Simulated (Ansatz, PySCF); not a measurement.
Barrier height from CH3 (SMILES [CH3]) + NH3 (SMILES N) to the transition structure CH6N, without zero-point energy, on the benchmark's geometries as Psi4's copy of the set gives them.
Transition structure (charge 0, multiplicity 2):
```xyz
8

C     -1.261     0.000     0.012
N      1.313     0.000    -0.137
H     -1.584     0.909    -0.485
H     -1.464    -0.005     1.077
H     -1.585    -0.904    -0.493
H      0.043     0.000    -0.152
H      1.480     0.806     0.468
H      1.481    -0.806     0.468
```
Reactant (charge 0, multiplicity 2):
```xyz
4

C      0.0000     0.0000     0.0000
H      0.0000     0.0000     1.0773
H      0.0000     0.9330    -0.5387
H      0.0000    -0.9330    -0.5387
```

Open shells are unrestricted; no spin–orbit coupling.

Run with Ansatz (a quantum-chemistry and plane-wave program) with Gaussian orbitals; PySCF for the dispersion terms. Each number belongs to the level named beside it.

Task: Estimate the barrier height that r2SCAN-D4/def2-TZVPPD returns for this input.

Result: 11.2 kcal/mol

Task: Give the barrier height at the level BLYP/def2-TZVPPD.

Result: 10.3 kcal/mol

Task: What barrier height does CAM-B3LYP-D3(BJ)/def2-TZVPPD give?

Result: 14.2 kcal/mol
